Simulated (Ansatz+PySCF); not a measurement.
Values are calculated unless marked as measured or tabulated.
**Several solutions for singlet Li₂**

| atom | x (Å) | y (Å) | z (Å) |
| --- | --- | --- | --- |
| Li | 0.0000 | 0.0000 | -1.9510 |
| Li | 0.0000 | 0.0000 | 1.9510 |

Basis set: 6-31G (spherical functions). Charge 0, multiplicity 1.

PBE0 (unrestricted) was run from several starts with Ansatz (development build ahead of 0.2.0) and PySCF 2.14.0.

```csv
run,program,start,converged,energy (hartree),<S²>
A,Ansatz,search for the lowest state,yes,-14.94533,0.46
B,Ansatz,"atomic start, no search",yes,-14.94309,0.00
C,Ansatz,stability test followed,yes,-14.94533,0.46
D,PySCF,program defaults,yes,-14.94309,0.00
```

Which runs reached the lowest solution of this kind, and what is wrong with the others?

A, C reached the lowest solution found. Converged but too high: B by 0.06 eV, D by 0.06 eV. Convergence only shows a stationary point, and even a stable one can lie too high; stability tests and further starts are what find lower ones. Caution: the unrestricted determinant is spin contaminated.
